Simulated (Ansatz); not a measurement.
One change: `N[Si]Cl` becomes `C[Si]N`.

Ansatz, PBE0-D4/def2-TZVP geometries, multiplicity 1. Each molecule was computed in one conformer, which needn't be the lowest.

| property | `N[Si]Cl` |
| --- | --- |
| vertical ionisation energy (CCSD(T)/CBS(def2)) / eV | 9.59 |
| HOMO–LUMO gap (PBE/def2-TZVPP) / eV | 3.69 |
| HOMO–LUMO gap (PBE0/def2-TZVPP) / eV | 5.59 |
| HOMO energy (ωB97M-V/def2-TZVPP) / eV | -9.22 |
| HOMO–LUMO gap (ωB97M-V/def2-TZVPP) / eV | 9.69 |
| size of the dipole moment (ωB97M-V/def2-TZVPP) / D | 2.67 |

What does the change do to each property? (Estimate.)

Ansatz gave: 
```csv
property,`C[Si]N`,shift
vertical ionisation energy (CCSD(T)/CBS(def2)) / eV,8.46,-1.13
HOMO–LUMO gap (PBE/def2-TZVPP) / eV,3.07,-0.62
HOMO–LUMO gap (PBE0/def2-TZVPP) / eV,4.96,-0.63
HOMO energy (ωB97M-V/def2-TZVPP) / eV,-8.13,1.09
HOMO–LUMO gap (ωB97M-V/def2-TZVPP) / eV,9.02,-0.67
size of the dipole moment (ωB97M-V/def2-TZVPP) / D,1.85,-0.82
```

With PBE0 the HOMO rises by 1.09 eV and the LUMO rises by 0.46 eV, so the gap narrows by about 0.63 eV. PBE moves the HOMO by 1.05 eV and ωB97M-V by 1.09 eV. The zero-point energy changes by 90.3 kJ/mol with +9 modes. Dipoles are sizes alone; their direction can turn.
